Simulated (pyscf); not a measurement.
## Four-centre exchange: `[BH]=[O]` + `[CH2]=[CH2]` → `[CH2]=[CH][B]=[O]` + `[H][H]`

Gas phase, singlet surface, charge 0. Bonds broken: B1–H3, C4–H6. Bonds formed: B1–C4, H3–H6. Structures and frequencies: ωB97X-D3(BJ)/def2-SVP in PySCF.

Transition state (Å):

```xyz
9

B     -0.3563     0.2172     0.7952
O     -0.6124    -0.4806     1.7911
H      0.2614     1.4213     0.7778
C     -0.6474    -0.0979    -0.8534
C     -1.4652     0.7153    -1.5384
H      0.1368     0.8835    -0.2215
H     -0.3567    -1.0903    -1.2134
H     -1.6991     1.7204    -1.1598
H     -1.9391     0.4313    -2.4850
```

One imaginary mode, 1708i cm⁻¹; descent along it reached the two sides named.

```tsv
bond	change	reactant side (Å)	saddle	product side
B1–H3	breaks	1.184	1.353	3.0
C4–H6	breaks	1.096	1.406	4.2
B1–C4	forms	3.3	1.704	1.532
H3–H6	forms	4.0	1.142	0.760
```

Electronic energies relative to the separated reactants (eV):

| level | barrier | reaction energy | reverse barrier |
|---|---|---|---|
| ωB97X-D3(BJ)/def2-TZVP | 2.89 | -0.01 | 2.90 |
| PBE/def2-TZVP | 2.42 | -0.04 | 2.46 |
| r²SCAN/def2-TZVP | 2.55 | -0.05 | 2.60 |
| B3LYP-D3(BJ)/def2-TZVP | 2.84 | -0.01 | 2.85 |
| PBE0-D3(BJ)/def2-TZVP | 2.57 | -0.03 | 2.60 |
| M06-2X/def2-TZVP | 2.91 | +0.01 | 2.90 |
| ωB97M-D3(BJ)/def2-TZVP | 2.91 | +0.03 | 2.88 |
| HF/def2-TZVP | 3.82 | +0.18 | 3.64 |

With ωB97M-D3(BJ)/def2-TZVP energies and thermal terms (ideal gas, 1 atm, RRHO with modes under 100 cm⁻¹ raised to 100, one conformer, R ln 2 for chiral ones without a mode under 150 cm⁻¹), in eV:

| T (K) | ΔH‡ | ΔG‡ | ΔH | ΔG |
|---|---|---|---|---|
| 298 | 2.82 | 3.23 | -0.10 | -0.06 |
| 600 | 2.82 | 3.64 | -0.06 | -0.04 |
| 900 | 2.84 | 4.05 | -0.03 | -0.03 |
| 1200 | 2.87 | 4.45 | -0.01 | -0.04 |

At the saddle there is also a short B–H contact that neither side keeps. The same reactants have a lower exit, to cyclic C₂H₅BO (SMILES B1CCO1) (barrier +1.44 eV at ωB97M-D3(BJ)/def2-TZVP, against +2.91 eV here). This is the saddle that the search found; another between the same sides may lie lower.
